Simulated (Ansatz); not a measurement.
Reaction (SMILES): N=C=O + 4 [H][H] (H2) → C (CH4) + N (NH3) + O (H2O)
B3LYP-D3(BJ)/def2-TZVP geometries, fixed; electronic energies without zero-point terms.

How fast the energy of full hydrogenation converges with the basis for several methods (Ansatz, a program for electronic structure): deviation from each method's own reference, in kcal/mol. References: CCSD(T) -79.46 kcal/mol, Hartree-Fock in aug-cc-pVQZ plus the correlation part extrapolated as X^-3 from aug-cc-pVTZ and aug-cc-pVQZ; HF -80.97 kcal/mol, the value in pcseg-4; MP2 -77.47 kcal/mol, Hartree-Fock in aug-cc-pVQZ plus the correlation part extrapolated as X^-3 from aug-cc-pVTZ and aug-cc-pVQZ; PBE -73.46 kcal/mol, the value in pcseg-4; PBE0 -82.64 kcal/mol, the value in pcseg-4; r2SCAN -73.88 kcal/mol, the value in pcseg-4. All functions are spherical. In correlated methods cores are frozen. No added dispersion term, no relativity. 

```json
[
 {"basis": "STO-3G", "functions": "16", "CCSD(T)": "?", "HF": "-31.53", "MP2": "34.08", "PBE": "23.45", "PBE0": "9.36", "r2SCAN": "17.52"},
 {"basis": "3-21G", "functions": "29", "CCSD(T)": "?", "HF": "-3.23", "MP2": "35.09", "PBE": "25.92", "PBE0": "16.62", "r2SCAN": "19.73"},
 {"basis": "def2-SV(P)", "functions": "44", "CCSD(T)": "?", "HF": "17.41", "MP2": "37.56", "PBE": "29.54", "PBE0": "25.84", "r2SCAN": "27.96"},
 {"basis": "def2-SVPD", "functions": "71", "CCSD(T)": "?", "HF": "-7.51", "MP2": "-3.81", "PBE": "-6.48", "PBE0": "-6.16", "r2SCAN": "-6.15"},
 {"basis": "6-311+G**", "functions": "72", "CCSD(T)": "?", "HF": "-2.62", "MP2": "3.92", "PBE": "0.46", "PBE0": "-0.32", "r2SCAN": "-0.54"},
 {"basis": "def2-TZVP", "functions": "99", "CCSD(T)": "?", "HF": "3.32", "MP2": "10.08", "PBE": "5.86", "PBE0": "4.85", "r2SCAN": "4.99"},
 {"basis": "def2-TZVPP", "functions": "107", "CCSD(T)": "?", "HF": "0.35", "MP2": "1.97", "PBE": "2.33", "PBE0": "1.52", "r2SCAN": "1.40"},
 {"basis": "def2-TZVPD", "functions": "123", "CCSD(T)": "?", "HF": "2.01", "MP2": "7.05", "PBE": "2.33", "PBE0": "2.16", "r2SCAN": "2.45"},
 {"basis": "def2-TZVPPD", "functions": "131", "CCSD(T)": "?", "HF": "-0.54", "MP2": "0.03", "PBE": "-0.34", "PBE0": "-0.41", "r2SCAN": "-0.37"},
 {"basis": "6-311++G(3df,3pd)", "functions": "135", "CCSD(T)": "?", "HF": "0.51", "MP2": "0.71", "PBE": "0.31", "PBE0": "0.41", "r2SCAN": "0.31"},
 {"basis": "cc-pVQZ", "functions": "195", "CCSD(T)": "?", "HF": "0.86", "MP2": "1.50", "PBE": "2.48", "PBE0": "1.75", "r2SCAN": "1.74"},
 {"basis": "aug-pcseg-3", "functions": "304", "CCSD(T)": "?", "HF": "0.00", "MP2": "0.04", "PBE": "-0.04", "PBE0": "-0.04", "r2SCAN": "-0.02"}
]
```

Question: Complete the blanks.

Answer: 
- STO-3G, CCSD(T): 32.52
- 3-21G, CCSD(T): 35.18
- def2-SV(P), CCSD(T): 38.90
- def2-SVPD, CCSD(T): -3.75
- 6-311+G**, CCSD(T): 4.37
- def2-TZVP, CCSD(T): 9.91
- def2-TZVPP, CCSD(T): 1.90
- def2-TZVPD, CCSD(T): 7.03
- def2-TZVPPD, CCSD(T): -0.03
- 6-311++G(3df,3pd), CCSD(T): 0.66
- cc-pVQZ, CCSD(T): 1.37
- aug-pcseg-3, CCSD(T): 0.10

Mean absolute deviation over 6-311+G**, def2-TZVP, def2-TZVPP, def2-TZVPD, def2-TZVPPD, 6-311++G(3df,3pd): HF 1.56, PBE0 1.61, r2SCAN 1.68, PBE 1.94, MP2 3.96, CCSD(T) 3.98 kcal/mol.
